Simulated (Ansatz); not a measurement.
`C[Si]C` + HCl → `C[Si]Cl` + CH₄ at 400 K and 1 bar (ligand exchange at the Si–C bond).

Isolated molecules relaxed with PBE0-D4/def2-TZVP in Ansatz; ΔE leaves out vibrations. CCSD(T)/CBS adds triple-zeta CCSD(T) − MP2 to the extrapolated MP2 energy (def2 sets, frozen cores). This one scheme is used for every species.

```
  species  CCSD(T)/CBS energy (Eh)  H − E (kJ/mol)  S (J/(mol·K))
 `C[Si]C`               -368.74530           212.5          323.0
      HCl               -460.38127            29.6          195.4
`C[Si]Cl`               -788.72093           118.9          318.8
      CH₄                -40.46206           131.3          197.2
```

H − E and S are ideal-gas, rigid-rotor, harmonic terms from PBE0-D4/def2-TZVP, for one conformer and one mirror image of each species. 1 Eh = 2625.50 kJ/mol, R = 8.31446 J/(mol·K).

Question: By hand: ΔE, ΔH, ΔS and ΔG.

Answer: ΔE = (-788.72093) + (-40.46206) − (-368.74530) − (-460.38127) = -0.05642 Eh = -148.1 kJ/mol. Δ(H − E) = 118.9 + 131.3 − 212.5 − 29.6 = 8.1, so ΔH = -140.0 kJ/mol. ΔS = 318.8 + 197.2 − 323.0 − 195.4 = -2.4 J/(mol·K). ΔG = -140.0 − 400 × (-2.4)/1000 = -139.0 kJ/mol.

Question: By hand: the equilibrium constant, and the temperature at which ΔG would vanish if ΔH and ΔS stayed fixed.

Answer: log₁₀ K = −ΔG/(RT ln 10) = 18.2. ΔG = 0 at ΔH/ΔS = 58333 K, far beyond where these terms or the molecules hold.

The number of gas molecules stays the same, so ΔS is small and ΔH decides. A doubt of 5 kJ/mol in ΔE shifts log₁₀ K by 0.7 here. Other conformers and mirror images would add mixing entropy, several J/(mol·K) or more a flexible species. These are equilibria of isolated gas molecules and say nothing of rates. Largest T1 diagnostic: 0.012 (customary marks: 0.02 for closed shells, 0.045 for open ones).
